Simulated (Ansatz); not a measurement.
O3 was relaxed with PBE-D4 (def2-TZVP, def2-TZVPD) in Ansatz in these states: charge -1 doublet, neutral quintet, neutral singlet, neutral triplet. The geometries follow in no particular order.

A:

Cartesian coordinates in Å:
```
O -0.204 -0.864 0.674
O -0.059 0.335 0.271
O 0.263 0.528 -0.946
```

B:

```xyz
3

O    -1.3164    0.0335    0.7429
O     0.0003   -0.0018    0.0006
O     1.3162   -0.0318   -0.7435
```

C:

```xyz
3

O     0.774   -0.442    0.773
O     0.254   -0.012   -0.413
O    -1.028    0.455   -0.360
```

D:

```xyz
3

O     1.024   -0.503    0.370
O     0.067    0.352    0.104
O    -1.091    0.150   -0.475
```

Task: Judge from the bond lengths which geometry belongs to which state (an estimate).

Result: A is the neutral singlet (O2–O3 1.273 Å, O1–O2 1.273 Å); B is the neutral quintet (O2–O3 1.512 Å, O1–O2 1.512 Å); C is the charge -1 doublet (O2–O3 1.365 Å, O1–O2 1.365 Å); D is the neutral triplet (O2–O3 1.310 Å, O1–O2 1.310 Å).

At PBE-D4/def2-TZVPD the highest occupied level of the relaxed charge -1 doublet lies above zero (up to 1.47 eV). Its loss leaves the charge 0 singlet, which lies 2.22 eV higher (each at its own geometry, at PBE-D4/def2-TZVPD), but this difference is unsure: the singlet is doubtful (restricted singlet, unstable towards broken spin symmetry at other levels and untested here). At PBE0-D4/def2-TZVP a broken-symmetry singlet lies 3.62 eV below the neutral quintet. At PBE0-D4/def2-TZVP a broken-symmetry singlet lies 1.14 eV below the neutral triplet. These are the stationary points nearest to one start from a short search; other shapes may lie lower in each state.
